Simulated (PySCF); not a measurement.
# S4, singlet: molecular constants

All numbers come from PBE0 in PySCF with S def2-TZVP; no relativity; density-fitted integrals.

The structure is a higher-order saddle point with 2 imaginary modes (one degenerate set).

```xyz
4
charge 0 multiplicity 1, angstrom
S     0.0000    0.0000   -0.6979
S     1.7559    0.0000    0.2326
S    -0.8779    1.5207    0.2326
S    -0.8780   -1.5207    0.2326
```

| Quantity | Value |
| --- | --- |
| Point group | C3v |
| Bond lengths | S–S 1.987 Å (×3) |
| Bond angles | S–S–S 99.9° (×3) |
| Principal polarisabilities | 48.1, 98.3, 98.3 bohr³ |
| Lowest empty level | -5.85 eV |
| Highest occupied level | -7.50 eV |
| Rotational constants | 0.09997, 0.09997, 0.057 cm⁻¹ |
| Atomisation energy without zero-point energy | 702 kJ/mol |
| Dipole moment | 0.31 D |
| Principal quadrupole moments (Buckingham, traceless) about the centre of mass | -2.03, 1.02, 1.02 D Å |
| Zero-point energy (real modes) | 11.7 kJ/mol |

Harmonic modes (masses in u: S 31.972):
| symmetry | ω (cm⁻¹) | IR (km/mol, summed over degenerate members) | μ (u) | type |
| --- | --- | --- | --- | --- |
| e | 196i | – | 31.97 | bend |
| a1 | 250 | 0.4 | 31.97 | bend |
| a1 | 562 | 4.1 | 31.97 | mixed |
| e | 573 | 1.0 | 31.97 | stretch |

In C3v the vibrations span 2e + 2a1.

Charges (e):
| atom | Mulliken | Löwdin | polar tensor | Mayer order to S1 |
| --- | --- | --- | --- | --- |
| S1 | 0.26 | 0.02 | -0.01 | – |
| S2,3,4 | -0.09 | -0.01 | 0.00 | 1.26 |
Other Mayer orders above 0.3: S–S 0.44 (×3).

Mulliken populations on S1: s 5.77, p 9.44, d 0.50, f 0.03.

Outer orbital energies (eV). occupied: -12.56, -12.56, -12.18, -8.94, -8.94, -7.60, -7.50, -7.50; empty: -5.85, -1.32, -1.27, -1.27.

Only a few start shapes were tried, so a lower isomer may exist. At this level a singlet minimum of C2h symmetry lies 231 kJ/mol below this structure.

The final relaxation and frequency run took of the order of 100 core-seconds on a shared host.
